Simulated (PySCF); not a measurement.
Geometry:
| atom | x (Å) | y (Å) | z (Å) |
| --- | --- | --- | --- |
| C1 | -0.166 | 1.158 | -0.039 |
| C2 | -1.369 | 0.453 | 0.005 |
| C3 | -1.437 | -0.936 | 0.069 |
| P4 | -0.070 | -2.009 | 0.106 |
| C5 | 1.229 | -0.856 | 0.043 |
| C6 | 1.078 | 0.526 | -0.020 |
| H7 | -0.199 | 2.250 | -0.090 |
| H8 | -2.304 | 1.023 | -0.013 |
| H9 | -2.428 | -1.402 | 0.100 |
| H10 | 2.246 | -1.262 | 0.053 |
| H11 | 1.976 | 1.151 | -0.057 |

Geometry: PBE0-D3(BJ)/def2-SVP; GIAO absolute shieldings from PySCF 2.14.0 with density-fitted response routines, gas phase, non-relativistic, averaged over equivalent atoms.

At PBE0/STO-3G (39 basis functions, 2.5 s wall time on 1 thread of an AMD EPYC 7R43 64-Core, shared host):
| atoms | σ (ppm) |
| --- | --- |
| C3/C5 | 94.4 |
| C2/C6 | 124.2 |
| C1 | 126.1 |
| P4 | 230.3 |
| H9/H10 | 23.75 |
| H8/H11 | 25.14 |
| H7 | 25.38 |

Predict the values at PBE0/6-31G* on the same geometry.

Answers


```
 atoms  σ at PBE0/6-31G*  change
 C3/C5              41.2   -53.2
 C2/C6              67.5   -56.7
    C1              70.6   -55.5
    P4             173.8   -56.5
H9/H10             23.01   -0.74
H8/H11             24.05   -1.09
    H7             24.48   -0.90
```

The largest change is at C2/C6 (aromatic CH). Cost: 98 basis functions, 6.7 s wall time on 1 thread of an AMD EPYC 7R43 64-Core, shared host. The order of the carbon signals is the same at both levels.
